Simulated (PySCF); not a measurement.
Spin-rotation constants: `[H][P@TB1](C)(C)(C)C=C`, C5H13P

Cartesian coordinates in Å; atom numbers follow the order of the lines, from 1:
```xyz
19

C     1.6949    0.9159   -1.2454
C     1.0564   -0.1010   -0.6600
P    -0.4924   -0.1589    0.5168
C    -0.7111    1.6661    0.5378
C    -1.4372   -1.1441   -0.7322
C     0.5210   -0.9259    1.8603
H     1.3928    1.9606   -1.1163
H     2.5654    0.7571   -1.8935
H     1.4539   -1.1104   -0.8661
H    -1.6845   -0.3445    1.4295
H    -1.5647    1.9390    1.1702
H     0.2051    2.1381    0.9197
H    -0.8754    2.0256   -0.4878
H    -2.4529   -0.7259   -0.7804
H    -1.5215   -2.1708   -0.3429
H    -0.9762   -1.1601   -1.7295
H     1.6049   -0.8495    1.6965
H     0.2290   -1.9856    1.9269
H     0.2352   -0.4446    2.8066
```

The calculation used PySCF, GIAO KT3/pcSseg-1 magnetisability, rotational g tensor and spin-rotation constants, non-relativistic, gas phase. Geometry: PBE0-D3(BJ)/def2-SVP.

Q: Give the nuclear spin-rotation constants along the inertial axes (H = +C I·J) beside the isotropic shieldings.

A: Rotational constants 2.9205, 2.1127, 2.0720 GHz. A star marks the isotopologue with that one atom substituted, in its own axes.
```tsv
atom	isotope	Caa (kHz)	Cbb (kHz)	Ccc (kHz)	mean (kHz)	σ (ppm)
P3	31P	4.547	1.839	2.009	2.798	503.4
H7	1H	-0.246	-0.235	0.156	-0.109	26.6
H8	1H	0.059	-0.218	-0.064	-0.074	26.2
H9	1H	-0.275	-0.258	0.250	-0.094	25.3
H10	1H	0.108	-0.131	-0.103	-0.042	25.4
H11	1H	-0.132	-0.265	-0.060	-0.152	30.6
H12	1H	-0.198	-0.029	-0.198	-0.141	29.3
H13	1H	-0.195	-0.043	-0.185	-0.141	29.2
H14	1H	-0.277	-0.108	-0.086	-0.157	29.9
H15	1H	-0.131	-0.221	-0.072	-0.141	29.7
H16	1H	-0.094	-0.129	-0.201	-0.141	30.2
H17	1H	-0.096	-0.140	-0.189	-0.142	30.2
H18	1H	-0.143	-0.217	-0.066	-0.142	29.6
H19	1H	-0.265	-0.088	-0.115	-0.156	30.0
C1	13C*	0.927	0.314	0.792	0.678	75.4
C2	13C*	1.114	0.387	1.107	0.869	22.6
C4	13C*	0.417	0.362	0.265	0.348	165.2
```
For the geometry as given, no vibrational averaging.

Q: How do the rotational constants and the g tensor change when H7, H8, H9, H10, H11, H12, H13, H14, H15, H16, H17, H18, H19 are replaced by deuterium?

A: Constants 2.2518, 1.6816, 1.6610 GHz; g -0.0126, -0.0106, -0.0185, against -0.0159, -0.0132, -0.0234 before.
